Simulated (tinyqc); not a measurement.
Stretching all distances: RHF, UHF, MP2, CISD and CCSD against full CI in the sto-3g basis, for HF, spin multiplicity 1. Computed by the program tinyqc with PySCF. 

Geometry (angstrom):
```
atom,x,y,z
F,0.0000,0.0000,0.0000
H,0.0000,0.0000,0.9080
```

All coordinates are multiplied by the scale. c0^2 is the weight of the RHF determinant in the lowest singlet FCI state (UHF is spin-contaminated and may lie near states of higher spin) and n(LUMO) the first natural occupation beyond the occupied space.

Full CI energy (hartree) and errors against it (kcal/mol):
```
scale,distance 1-2 (angstrom),E(FCI),RHF,UHF,MP2,CISD,CCSD,<S^2> UHF,c0^2,n(LUMO)
0.8600,0.7809,-98.532928,10.6760,10.6760,3.0782,0.0000,0.0000,0.0000,0.9922,0.0154
1.1900,1.0805,-98.597628,25.5989,25.5989,9.5460,0.0000,0.0000,0.0000,0.9688,0.0614
1.5200,1.3802,-98.541920,51.8498,35.9781,22.2965,0.0000,0.0000,0.5302,0.9070,0.1836
1.8500,1.6798,-98.492321,89.0344,18.7486,39.6517,0.0000,0.0000,0.8619,0.8007,0.3952
2.1700,1.9704,-98.467406,128.4885,7.0958,53.0634,0.0000,0.0000,0.9584,0.6898,0.6170
2.5000,2.2700,-98.457614,163.1705,2.2375,54.6848,0.0000,0.0000,0.9882,0.6060,0.7845
2.8300,2.5696,-98.454431,188.5421,0.6515,42.5889,0.0000,0.0000,0.9967,0.5558,0.8848
```

UHF parts from RHF first at scale 1.52 of those listed, where <S^2> leaves zero. The weight c0^2 goes from 0.99 to 0.56 and n(LUMO) from 0.02 to 0.88: static correlation grows as the bonds break into open-shell fragments. The spread of the error along the curve, which distorts its shape, is CISD 0.0, CCSD 0.0, UHF 35.3, MP2 51.6, RHF 177.9 kcal/mol. With one virtual orbital CISD and CCSD are exact.
